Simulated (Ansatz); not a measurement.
Process, species as SMILES: C(Cl)Cl → Cl[CH2] (CH2-Cl) + Cl atom
B3LYP-D3(BJ)/def2-TZVP geometries, fixed; electronic energies without zero-point terms.

Basis-set convergence of the bond dissociation energy at PBE0 with Ansatz (an electronic-structure program). Cartesian d functions, on some or all atoms, in 6-31+G*, 6-311+G**; all else is spherical. The program fits the integrals of some runs and decomposes those of others, by size. Open shells are unrestricted. No added dispersion term, no relativity. Functions are those of the species that has most. Reference: the value in aug-pcseg-3, 80.09 kcal/mol, itself unsure by roughly 0.05 kcal/mol (its mean distance from aug-cc-pV(Q+d)Z, cc-pV(5+d)Z, def2-QZVPPD). Deviations are taken from unrounded values.

```
basis              functions
-----------------  ---------
def2-SV(P)                54
def2-SVP                  60
6-31+G*                   69
def2-SVPD                 90
6-311+G**                 96
6-311++G(2d,2p)          117
def2-TZVP                117
def2-TZVPP               143
def2-TZVPD               147
6-311++G(3df,3pd)        169
def2-TZVPPD              173
def2-QZVPP               257
def2-QZVPPD              287
```

### Question
Which is the smallest set listed that can be trusted to 0.5 kcal/mol here, that is, within that of the reference together with its larger relatives (same family, alike in diffuse functions; a set with none to test it counts only in the reference's own line)?

### Answer
The smallest set listed that lies within 0.5 kcal/mol of the reference with all its larger relatives (same family, alike in diffuse functions; a set with none counts only in the reference's own line) is def2-SVPD (90 functions, -0.02 kcal/mol off). Inside the window by cancellation, since a larger relative falls out: 6-311++G(2d,2p). Value minus reference: def2-SV(P) -0.61, def2-SVP -1.07, 6-31+G* -0.99, def2-SVPD -0.02, 6-311+G** -0.86, 6-311++G(2d,2p) 0.37, def2-TZVP 0.01, def2-TZVPP 0.02, def2-TZVPD 0.11, 6-311++G(3df,3pd) 0.95, def2-TZVPPD 0.14, def2-QZVPP -0.06, def2-QZVPPD -0.04 kcal/mol.
